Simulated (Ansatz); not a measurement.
**AlNH3 (SMILES [NH2][AlH]): methods side by side**

The species is AlNH3 (5 atoms), meant as a doublet with charge 0. SMILES: `[NH2][AlH]`. The coordinates come from a PBE0-D4/def2-TZVP relaxation. This is one conformer, not always the lowest.

```xyz
5

N    -0.1166   -0.6608    0.1751
Al    0.8366    0.8339    0.1208
H     0.1485   -1.5053    0.6555
H    -1.0103   -0.7828   -0.2774
H     0.1918    2.0414   -0.7154
```

Quantity: the energy change with the N1–H4 bond stretched from 1.009 to 1.261 Å, in eV. The values are calculated.

```
           level                    kind  program  value (eV)  less FCI/STO-3G  CPU time (all runs)
   USVWN5/STO-3G                     LDA   Ansatz        0.72            +0.01                2.1 s
 U-revPBE/STO-3G                     GGA   Ansatz        0.64            -0.07                3.4 s
 U-r2SCAN/STO-3G                meta-GGA   Ansatz        0.77            +0.06                7.6 s
U-r2SCAN0/STO-3G         hybrid meta-GGA   Ansatz        0.89            +0.18                7.3 s
U-wB97M-V/STO-3G  range-separated hybrid   Ansatz        0.82            +0.11                 34 s
   UHSE06/STO-3G  range-separated hybrid   Ansatz        0.82            +0.11                4.2 s
  RPA@PBE/STO-3G                     RPA   Ansatz        0.63            -0.08                4.1 s
     UMP2/STO-3G     perturbation theory   Ansatz        0.85            +0.14                0.3 s
UCCSDT(Q)/STO-3G   coupled cluster or CI   Ansatz        0.71             0.00                1.8 s
      FCI/STO-3G      exact in the basis   Ansatz        0.71             0.00                3.7 s
```

FCI/STO-3G is exact within its basis and frozen core, so for wave-function methods in that basis the difference is their error; functionals converge differently with the basis, so for them it is only a difference. The first shape isn't each level's own minimum. The values span 0.63 to 0.89 eV. All rows use very small basis sets, so even the best lies far from the true value. CPU times are rough (shared hosts, several kinds of processor): they show what a rung costs within a factor of a few.
